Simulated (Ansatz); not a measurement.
System (SMILES): S (H2S).
Atoms: S1, H2, H3. Bonds: S1-H2, S1-H3.

Basis-set convergence of the optimised S1-H2 bond length at PBE0 with Ansatz (a program for electronic structure). All functions are spherical. The program fits the integrals of some runs and decomposes those of others, by size. No added dispersion term, no relativity. Reference: the value in pcseg-4, 1.3403 Å. Deviations are taken from unrounded values.

| basis | functions | optimised S1-H2 bond length (Å) | minus reference (Å) |
|---|---|---|---|
| def2-SV(P) | 22 | 1.3554 | 0.0151 |
| def2-SVP | 28 | 1.3490 | 0.0088 |
| def2-SVPD | 43 | 1.3499 | 0.0096 |
| def2-TZVP | 49 | 1.3413 | 0.0011 |
| def2-TZVPD | 64 | 1.3417 | 0.0014 |
| def2-TZVPP | 70 | 1.3408 | 0.0006 |
| def2-TZVPPD | 85 | 1.3409 | 0.0006 |
| def2-QZVPP | 130 | 1.3403 | 0.0001 |
| def2-QZVPPD | 145 | 1.3404 | 0.0001 |

The smallest set listed that lies within 0.005 Å of the reference with all its larger relatives (same family, alike in diffuse functions; a set with none counts only in the reference's own line) is def2-TZVP (49 functions, 0.0011 Å off).
